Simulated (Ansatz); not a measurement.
C2H5 (SMILES [CH2]C), charge 0, multiplicity 2, relaxed at each level with Ansatz (a first-principles code); harmonic frequencies from differences of analytic forces, average atomic masses, frozen cores. Open shells are unrestricted.

```
level                                                          harmonic frequencies (cm⁻¹)  ZPE (eV)  cost over HF/def2-TZVPP (rough)
-----------------  -----------------------------------------------------------------------  --------  -------------------------------
HF/def2-TZVPP      162 467 862 1067 1099 1294 1523 1583 1600 1602 3116 3183 3217 3268 3367     1.699                               ×1
PBE/def2-TZVPP       99 488 787 941 1058 1151 1343 1414 1426 1430 2880 2978 3027 3083 3183     1.568                               ×1
r2SCAN/def2-TZVPP   107 498 811 976 1073 1191 1389 1462 1477 1479 2953 3045 3093 3144 3247     1.608                               ×1
B3LYP/def2-TZVPP    103 493 814 981 1063 1195 1402 1468 1481 1482 2946 3038 3081 3146 3245     1.608                               ×1
PBE0/def2-TZVPP     107 488 808 974 1086 1189 1391 1460 1474 1477 2979 3067 3114 3164 3267     1.615                               ×1
CCSD(T)/cc-pVDZ     151 446 800 980 1075 1190 1392 1463 1474 1479 2993 3079 3125 3155 3262     1.616                               ×3
```
